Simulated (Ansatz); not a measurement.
**Telling isomers of C2H5FO apart by their spectra**

These gas-phase data were calculated for one isomer of C2H5FO at PBE0-D4/def2-SVP (harmonic, unscaled wavenumbers; equilibrium rotational constants with average atomic masses):

```
rotational constants            : 18.05, 5.658, 4.84 GHz
all wavenumbers above 1500 cm⁻¹ : 3181, 3133, 3112, 3018, 3002, 1507
dipole moment                   : 1.59 D (PBE0/def2-TZVPD)
```

Candidates:

(1) `C[C@H](O)F`, a singlet
(2) `COCF`, a singlet

**Question.** Assign the data to one candidate and say why.

**Answer.** Candidate (2). No mode falls between 3300 and 4000 cm⁻¹, where the O–H stretch of (1) would stand.

The same quantities for all candidates:

```
     rotational constants (GHz)         wavenumbers above 1500 cm⁻¹  dipole (D)  E above the lowest, PBE0-D4/def2-SVP (kcal/mol)
(1)         9.491, 8.932, 5.165        3877, 3193, 3187, 3080, 3019        1.58                                              0.0
(2)          18.05, 5.658, 4.84  3181, 3133, 3112, 3018, 3002, 1507        1.59                                             15.4
```

Harmonic stretches to hydrogen usually lie a few per cent above observed fundamentals. Each candidate is one conformer. Programs: Ansatz 0.2.0.
